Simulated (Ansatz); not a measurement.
# MgSi (singlet): the correlation ladder at distance Si1–Mg2 = 2.532 Å, cc-pVDZ

An exercise on one series of results from a longer session: the logs are not shown, and one member is left open.

Computed with Ansatz 0.2.0, Gaussian basis. Level: cc-pVDZ, core rule «outside noble gas», up to 10 orbitals frozen.

To be run: UHF; CCSD(T) on RHF; CCSD(T) on UHF; BCCD(T) on RHF; CISD; CCSDT(Q) on RHF; CCSDT(Q) on UHF; CCSDTQ on RHF; CASSCF and MRCISD+Q, 2 electrons in 2 orbitals; CASSCF and NEVPT2, 2 electrons in 2 orbitals; Full CI.

40 further runs of the same task are left out: 24 for a known fault of the program, 11 that didn't finish, 5 set aside as unsound or not needed.

### The system

The geometry derives from a PBE0/def2-TZVP stationary point (not a proven minimum). One bond is set to the value named and the two fragments are kept rigid.

2 atoms, charge 0, spin multiplicity 1.

Atoms are counted from 1 here; the program's logs count them from 0.

Bond lengths: Si1–Mg2 2.532 Å.

The first run:

Contents of in.yaml:

```yaml
crystal:
  periodic: [false, false, false]
  atoms:
    - {symbol: Si, position_ang: [0.000000, 0.000000, 0.000000]}
    - {symbol: Mg, position_ang: [0.000000, 0.000000, 2.532400]}
basis:
  gaussian: {orbitals: cc-pVDZ}
magnetization: {spin_polarized: true, initial_magnetization: 0}
hamiltonian: {xc: hf}
output: {orbitals: {seedname: orbitals}}
```

The run is started by

```bash
> ansatz run in.yaml --threads 1 --pin off --events-out ev --progress --plain --max-ram 2393MiB
```

Among the steps run: UHF; CCSD(T) on RHF; CCSD(T) on UHF; BCCD(T) on RHF; CISD; CCSDT(Q) on RHF; CCSDT(Q) on UHF; CCSDTQ on RHF; CASSCF and MRCISD+Q, 2 electrons in 2 orbitals; CASSCF and NEVPT2, 2 electrons in 2 orbitals; Full CI.

One table of the session follows, with a row left open; its other results are not shown here.

It belongs to the step «Misses and costs». 

| method | from FCI (kcal/mol) |
| --- | --- |
| RHF | ? |
| RMP2 | +28.52 |
| CISD | +16.01 |
| RCCSD | +9.65 |
| RCCSD(T) | +4.84 |
| BCCD(T) | +4.93 |
| RCCSDT | +1.77 |
| RCCSDT(Q) | +0.10 |
| RCCSDTQ | +0.06 |
| FCI | 0 |

Estimate the missing values for RHF.

The run gave: from FCI (kcal/mol): +91.84. In the column «from FCI (kcal/mol)» it is the highest.

Left out of the table: CASSCF pair, NEVPT2 pair, MRCISD pair, MRCISD+Q pair (the active space lost an orbital or holds another state than full CI finds).

Caveats from the session: The report flags that the cluster equations may have other roots. Left out of the table: UHF, UMP2, UCCSD, UCCSD(T), UCCSDT, UCCSDT(Q) (another determinant or state than the rows shown). The program flags RCCSDT(Q), RCCSDTQ as in doubt, so those rows may rest on another solution; read them beside their warnings.
